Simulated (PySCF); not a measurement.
## BHF + HCl → BHCl + HF

Level: PBE0 in the def2-TZVP basis family, all electrons, no relativity, computed in PySCF with density fitting; open shells unrestricted.

```
species                                    state and structure      E (Eh)  ZPE (kJ/mol)  H(298 K) − H(0) (kJ/mol)  S° (J/(mol K))
    BHF    doublet, Cs, B–F 1.301 Å, B–H 1.206 Å; F–B–H 120.9°  -125.17117          29.1                      10.0           228.1
    HCl                             singlet, C∞v, H–Cl 1.279 Å  -460.66440          17.9                       8.7           186.6
   BHCl  doublet, Cs, B–Cl 1.710 Å, B–H 1.193 Å; Cl–B–H 123.6°  -485.42626          26.3                      10.2           239.7
     HF                              singlet, C∞v, H–F 0.920 Å  -100.39188          24.9                       8.7           173.6
```

Task: What is the electronic reaction energy?

Result: At PBE0/def2-TZVP, ΔE = 45.8 kJ/mol from the differences of the total energies times 2625.5, uphill. 

Task: Add zero-point, thermal and entropy terms for 298.15 K and 1 bar.

Result: ΔZPE = 4.2 and Δ[H(298) − H(0)] = 0.2 kJ/mol give ΔH° = 50.2 kJ/mol. ΔS° = -1.4 J/(mol K), so ΔG° = 50.2 − 298.15 × (-0.0014) = 51 kJ/mol and log₁₀K = -8.9.

The structures come from searches over a few start shapes, so lower isomers are not excluded.
